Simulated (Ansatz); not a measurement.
# C2H5Si: the cost of one run

Method: BLYP-D4/STO-3G; program: Ansatz 0.2.0, Gaussian basis.

## (1) The system as given

The start, displaced at random: SMILES `C=[SiH][CH2+]`, 8 atoms, charge 1, spin multiplicity 1.

Atoms are counted from 1 here; the program's logs count them from 0.

Bond lengths: C1–Si2 1.817 Å, C1–H4 1.041 Å, C1–H5 1.296 Å, Si2–C3 1.825 Å, Si2–H6 1.445 Å, C3–H7 1.093 Å, C3–H8 1.157 Å. Angles: Si2–C1–H4 127.3°, Si2–C1–H5 124.1°, H4–C1–H5 106.9°, C1–Si2–C3 97.3°, C1–Si2–H6 130.5°, C3–Si2–H6 129.8°, Si2–C3–H7 115.5°, Si2–C3–H8 142.6°, H7–C3–H8 101.8°.

As a file:

```
atom     x (Å)     y (Å)     z (Å)
  C1  -0.94254   0.72264  -0.72096
 Si2   0.41771   0.61618   0.47941
  C3   0.64845  -1.19280   0.41062
  H4  -1.51659  -0.06085  -1.09434
  H5  -1.56329   1.81958  -1.02098
  H6   1.29323   1.64149   0.99912
  H7   1.46159  -1.58656   1.02578
  H8   0.18964  -2.16222  -0.02261
```

## (2) The relaxation

run/in.yaml

```yaml
crystal:
  periodic: [false, false, false]
  atoms:
    - {symbol: C, position_ang: [-0.942543, 0.722637, -0.720961]}
    - {symbol: Si, position_ang: [0.417706, 0.616182, 0.479408]}
    - {symbol: C, position_ang: [0.648449, -1.192796, 0.410620]}
    - {symbol: H, position_ang: [-1.516591, -0.060852, -1.094344]}
    - {symbol: H, position_ang: [-1.563292, 1.819577, -1.020980]}
    - {symbol: H, position_ang: [1.293227, 1.641492, 0.999116]}
    - {symbol: H, position_ang: [1.461588, -1.586558, 1.025781]}
    - {symbol: H, position_ang: [0.189642, -2.162220, -0.022612]}
basis:
  gaussian: {orbitals: STO-3G}
total_charge: 1
hamiltonian: {xc: {name: BLYP}, dispersion: d4}
relax: {f_tol: 0.2, max_steps: 80, max_displacement: 0.2}
```

The run is started by

```console
> ansatz run in.yaml --threads 2 --pin off --events-out ev --progress --plain --max-ram 3481MiB
```

**Question.** How long does this run take on 2 threads of Intel Xeon Platinum 8259CL at 2.50GHz, shared host, and how much memory does it need?

About 3.1 s, with a peak of 0.12 GiB.
